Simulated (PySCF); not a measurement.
C3H6O2S.
Cartesian coordinates in Å at the PBE0-D3(BJ)/def2-SVP level; atoms count from 1:
```
atom  x, y, z in Å
C1     1.782    0.771   -0.226
O2     0.443    0.352   -0.040
C3     0.132   -0.917   -0.272
S4     1.165   -2.089   -0.765
O5    -1.149   -1.150   -0.057
C6    -2.003   -0.098    0.364
H7     1.798    1.839    0.024
H8     2.457    0.204    0.431
H9     2.095    0.607   -1.267
H10   -2.996   -0.548    0.473
H11   -2.036    0.709   -0.383
H12   -1.672    0.321    1.326
```

Level: CAM-B3LYP/def2-SVPD in PySCF, non-relativistic, on one gas-phase PBE0-D3(BJ)/def2-SVP geometry that isn't relaxed in the solvent. The solvent is an IEF-PCM continuum (cavity from Bondi-type radii × 1.2), and excitations are vertical TDDFT with non-equilibrium linear response and a frozen core. The model holds no explicit solvent molecules, cavitation or dispersion.

```
run  E − E(gas) (kcal/mol)  HOMO (eV)  HOMO–LUMO gap (eV)  dipole (D)  lowest singlet (eV)  static polarisability (au)
gas                   0.00      -7.90                8.29        4.21                 4.04                        69.6
  P                  -2.95      -8.07                8.38        4.88                 4.13                        79.4
  Q                  -4.72      -8.19                8.43        5.30                 4.19                        86.2
```

**Question.** The runs were made in benzene and chloroform. Which run belongs to which solvent?

**Answer.** P = benzene, Q = chloroform. The dielectric constants are 2.271 (benzene), 4.711 (chloroform), and the energy falls further as ε rises. The optical constants n² used for the excitations are 2.25, 2.09 in the same order. In this model the ground state sees the solvent through ε alone.

**Question.** How constant is the ratio of the lowering to (ε − 1)/(2ε + 1)?

**Answer.** 
| solvent | (ε − 1)/(2ε + 1) | E − E(gas) (kcal/mol) | ratio (kcal/mol) | polarisation term (kcal/mol) |
| --- | --- | --- | --- | --- |
| benzene | 0.229 | -2.95 | -12.9 | -3.28 |
| chloroform | 0.356 | -4.72 | -13.2 | -5.58 |

The ratio changes by +3.0 % in size from benzene to chloroform. The polarisation term is half the interaction of the solute with the induced surface charges.
